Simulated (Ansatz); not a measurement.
Results of PBE in Ansatz (PAW) for A-type hexagonal La2O3.

Run with plane-wave cutoff 520 eV, 6×6×4 k mesh (along the axes of the cell as run), perturbation theory, scalar-relativistic PAW data made under PBE.

The cell has the measured lattice parameters. Conventional cell: a = 3.9340 Å, b = 3.9340 Å, c = 6.1300 Å, α = 90.00°, β = 90.00°, γ = 120.00°.

```cif
data_La2O3
_chemical_formula_sum 'La2 O3'
_space_group_name_H-M_alt 'P-3m1'
_space_group_IT_number 164
_space_group_name_Hall '-P 3 2"'
_cell_length_a 3.93400
_cell_length_b 3.93400
_cell_length_c 6.13000
_cell_angle_alpha 90.000
_cell_angle_beta 90.000
_cell_angle_gamma 120.000
loop_
_atom_site_label
_atom_site_type_symbol
_atom_site_symmetry_multiplicity
_atom_site_Wyckoff_symbol
_atom_site_fract_x
_atom_site_fract_y
_atom_site_fract_z
_atom_site_occupancy
La1 La 2 d 0.33333 0.66667 0.24640 1
O1 O 1 a 0.00000 0.00000 0.00000 1
O2 O 2 d 0.66667 0.33333 0.35406 1
```

Harmonic phonon frequencies (cm⁻¹; i marks an imaginary mode; at Γ without the LO shift):

| q point | frequencies |
|---|---|
| Γ | 0 0 0 100 100 176 176 182 185 350 350 384 384 384 431 |
| M | 75 103 111 112 154 174 209 212 273 278 308 345 387 493 498 |
| K | 63 103 103 156 156 182 208 208 252 309 313 313 406 488 488 |

No imaginary mode appears at these points.

Note: the cell isn't this level's own, so it is under some stress, which shifts stiffness and frequencies.

Ansatz is a quantum-chemistry and plane-wave program.
